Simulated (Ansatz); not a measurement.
# Other spins and charges of GeH⁺, singlet at one geometry

Geometry (PBE0/def2-TZVP stationary point for this spin):

```xyz
2

Ge    0.0000    0.0000    0.0000
H     0.0000    0.0000    1.5886
```

Basis cc-pVQZ; Ansatz 0.2.0. Correlated methods freeze the noble-gas cores and the filled d shells of p-block atoms. R marks a restricted (for open shells ROHF) determinant. Active spaces: valence = (4e, 5o) chosen from the atoms' valence shells. No spin–orbit coupling is included, and no scalar relativity.

Gaps are energies of the second state less the first, at fixed atoms, for a selection of the levels run; each method lands on the state that its own search finds for that charge and spin.

Triplet less singlet: 2.337 eV at full CI (singlet A1, triplet B1, in C2v).

```tsv
level	gap (eV)	error (meV)
RCCSD	2.351	14
RCCSD(T)	2.340	3
BCCD(T)	2.339	2
RCCSDT(Q)	2.336	-1
CASSCF (valence space)	2.395	58
MRCISD (valence space)	2.334	-3
MRCISD+Q (valence space)	2.325	-12
PBE	2.271	-66
r2SCAN	2.053	-284
wB97M-V	2.407	70
```

Functionals correlate the shells that the reference freezes, so part of their error here is the reference's.

Full CI is exact within this basis and frozen core; it isn't the basis-set limit.
